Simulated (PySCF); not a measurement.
PySCF input (HF/def2-TZVPD):

```python
from pyscf import gto, scf, dft

mol = gto.M(
    atom='''
    C    -1.07418128   -0.21162505   -0.02193321
    O    -0.80426615   -1.25850516   -0.41995211
    O     0.06884204    0.79292447    0.19070633
    H    -1.99935379    0.30549760    0.23784596
    C     1.50958716    0.37523867    0.11783599
    H     2.04525726    1.24843873   -0.23885472
    H     1.81242425    0.05625082    1.10994200
    H     1.53355499   -0.43558812   -0.60121075
    H    -0.12092511    1.56836467    0.75082691
    ''',
    basis='def2-tzvpd',
    charge=1,
    spin=0,
    verbose=4,
)

mf = scf.RHF(mol).density_fit(auxbasis='def2-universal-jkfit')
mf.conv_tol = 1e-9
mf.max_cycle = 100
mf.max_memory = 1500
mf.kernel()
if not mf.converged:
    mf = mf.newton()
    mf.kernel(mf.make_rdm1())
mf.analyze()
```

End of the output:

```
Extra cycle  E= -228.163030868599  delta_E= -6.01e-11  |g|= 5.11e-06  |ddm|= 1.6e-05
converged SCF energy = -228.163030868599
**** SCF Summaries ****
Total Energy =                        -228.163030868599321
Nuclear Repulsion Energy =             126.869725948328423
One-electron Energy =                 -555.011774216197296
Two-electron Energy =                  199.979017399269509
Two-electron Coulomb Energy =          228.308765977965805
DFT Exchange-Correlation Energy =      -28.329748578696297
HOMO-LUMO gap [eV] =                    16.768924943057932
**** MO energy ****
MO #1   energy= -20.9155396824902  occ= 2
MO #2   energy= -20.8323991726295  occ= 2
MO #3   energy= -11.6467082084328  occ= 2
MO #4   energy= -11.5175466121912  occ= 2
MO #5   energy= -1.73136581992802  occ= 2
MO #6   energy= -1.66769550386403  occ= 2
MO #7   energy= -1.21449614558534  occ= 2
MO #8   energy= -1.11524297174035  occ= 2
MO #9   energy= -1.02677645376765  occ= 2
MO #10  energy= -0.934284929150031 occ= 2
MO #11  energy= -0.927012813567369 occ= 2
MO #12  energy= -0.900427579145695 occ= 2
MO #13  energy= -0.809975826632264 occ= 2
MO #14  energy= -0.798785225447813 occ= 2
MO #15  energy= -0.757778539235797 occ= 2
MO #16  energy= -0.730833974384229 occ= 2
MO #17  energy= -0.114587343994546 occ= 0
MO #18  energy= -0.0956294436710906 occ= 0
MO #19  energy= -0.0664221078240431 occ= 0
MO #20  energy= -0.0632023599238271 occ= 0
MO #21  energy= -0.0435477239223213 occ= 0
MO #22  energy= -0.0410461295234795 occ= 0
MO #23  energy= -0.0136512193090254 occ= 0
MO #24  energy= -0.00360869727433413 occ= 0
MO #25  energy= -0.000945961762557138 occ= 0
MO #26  energy= 0.0300526550307781 occ= 0
MO #27  energy= 0.0344513123204841 occ= 0
MO #28  energy= 0.041548528256676  occ= 0
MO #29  energy= 0.0532761866467526 occ= 0
MO #30  energy= 0.0626602273552936 occ= 0
MO #31  energy= 0.0685818326621327 occ= 0
MO #32  energy= 0.0878586951537401 occ= 0
MO #33  energy= 0.0979407073543859 occ= 0
MO #34  energy= 0.109968610425434  occ= 0
MO #35  energy= 0.121757581795391  occ= 0
MO #36  energy= 0.130251749175002  occ= 0
MO #37  energy= 0.133759600381877  occ= 0
MO #38  energy= 0.148599835639726  occ= 0
MO #39  energy= 0.157445976462369  occ= 0
MO #40  energy= 0.186015360258602  occ= 0
MO #41  energy= 0.192481320488959  occ= 0
MO #42  energy= 0.195799816927642  occ= 0
MO #43  energy= 0.207577074904108  occ= 0
MO #44  energy= 0.214435203349034  occ= 0
MO #45  energy= 0.218853287972231  occ= 0
MO #46  energy= 0.228544809414595  occ= 0
MO #47  energy= 0.239415028606184  occ= 0
MO #48  energy= 0.243483550334177  occ= 0
MO #49  energy= 0.249015929797182  occ= 0
MO #50  energy= 0.260698431627931  occ= 0
MO #51  energy= 0.27442203542018   occ= 0
MO #52  energy= 0.277653399694337  occ= 0
MO #53  energy= 0.286148094998142  occ= 0
MO #54  energy= 0.311455295664603  occ= 0
MO #55  energy= 0.320056184604098  occ= 0
MO #56  energy= 0.328059453269337  occ= 0
MO #57  energy= 0.340442180976657  occ= 0
MO #58  energy= 0.34528089392787   occ= 0
MO #59  energy= 0.372408228329025  occ= 0
MO #60  energy= 0.3853178954333    occ= 0
MO #61  energy= 0.391392973098386  occ= 0
MO #62  energy= 0.401473402304354  occ= 0
MO #63  energy= 0.422233804022488  occ= 0
MO #64  energy= 0.435793344438122  occ= 0
MO #65  energy= 0.44789917062176   occ= 0
MO #66  energy= 0.466887675779315  occ= 0
MO #67  energy= 0.490758066185634  occ= 0
MO #68  energy= 0.518669439398145  occ= 0
MO #69  energy= 0.522505206042536  occ= 0
MO #70  energy= 0.531546390796161  occ= 0
MO #71  energy= 0.538659839528441  occ= 0
MO #72  energy= 0.560335569995263  occ= 0
MO #73  energy= 0.577051844030817  occ= 0
MO #74  energy= 0.603771268375844  occ= 0
MO #75  energy= 0.6320405251221    occ= 0
MO #76  energy= 0.648158085273213  occ= 0
MO #77  energy= 0.662274490708405  occ= 0
MO #78  energy= 0.676812014033091  occ= 0
MO #79  energy= 0.702606824937668  occ= 0
MO #80  energy= 0.719612580715824  occ= 0
MO #81  energy= 0.746454696479741  occ= 0
MO #82  energy= 0.763918345291709  occ= 0
MO #83  energy= 0.800729376340861  occ= 0
MO #84  energy= 0.814522264649871  occ= 0
MO #85  energy= 0.826366676019868  occ= 0
MO #86  energy= 0.874352160673425  occ= 0
MO #87  energy= 0.880983408286533  occ= 0
MO #88  energy= 0.949100418896746  occ= 0
MO #89  energy= 0.96633444352603   occ= 0
MO #90  energy= 0.987561386078546  occ= 0
MO #91  energy= 1.03214958780027   occ= 0
MO #92  energy= 1.05108626174999   occ= 0
MO #93  energy= 1.06611593931343   occ= 0
MO #94  energy= 1.09009448958137   occ= 0
MO #95  energy= 1.12949691849325   occ= 0
MO #96  energy= 1.15644911261631   occ= 0
MO #97  energy= 1.16539214385435   occ= 0
MO #98  energy= 1.19404605916835   occ= 0
MO #99  energy= 1.22203453324378   occ= 0
MO #100 energy= 1.32523587249355   occ= 0
MO #101 energy= 1.38085157786958   occ= 0
MO #102 energy= 1.6280286349186    occ= 0
MO #103 energy= 1.65674409787003   occ= 0
MO #104 energy= 1.67149933619432   occ= 0
MO #105 energy= 1.69659519021772   occ= 0
MO #106 energy= 1.72492666385623   occ= 0
MO #107 energy= 1.76340890555456   occ= 0
[...]
```

It need not be the lowest isomer of its formula.
